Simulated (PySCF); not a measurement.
Stepwise substitution at one centre (B F-SH). Gas-phase values, no solvent. One relaxed conformer stands for each flexible species; it need not be the lowest. Strings in code marks are SMILES.

Level of theory: PBE-D3(BJ)/def2-TZVP // B3LYP-D3(BJ)/def2-TZVP (PySCF). Excitations are Tamm–Dancoff values on a coarser integration grid. The basis has no diffuse functions, so Rydberg states are missing or too high.

| species | HOMO–LUMO gap (eV) | LUMO (eV) | S1 oscillator strength | S1–T1 gap (TDA) (eV) |
|---|---|---|---|---|
| 0 of 3 F replaced by SH (`FB(F)F`) | 9.61 | ? | 0.000 | ? |
| 1 of 3 F replaced by SH | 6.23 | -0.93 | 0.010 | 0.86 |
| 2 of 3 F replaced by SH (`FB(S)S` (S–B–S–H torsion -180°, S–B–S–H torsion 180°)) | 5.18 | -1.31 | 0.000 | ? |
| 3 of 3 F replaced by SH (`SB(S)S`) | ? | -1.61 | 0.000 | 0.40 |

### Question
Some entries are withheld; supply them.

### Answer

- 0 of 3 F replaced by SH (`FB(F)F`), LUMO (eV): -0.39
- 0 of 3 F replaced by SH (`FB(F)F`), S1–T1 gap (TDA) (eV): 0.26
- 2 of 3 F replaced by SH (`FB(S)S` (S–B–S–H torsion -180°, S–B–S–H torsion 180°)), S1–T1 gap (TDA) (eV): 0.71
- 3 of 3 F replaced by SH (`SB(S)S`), HOMO–LUMO gap (eV): 4.75
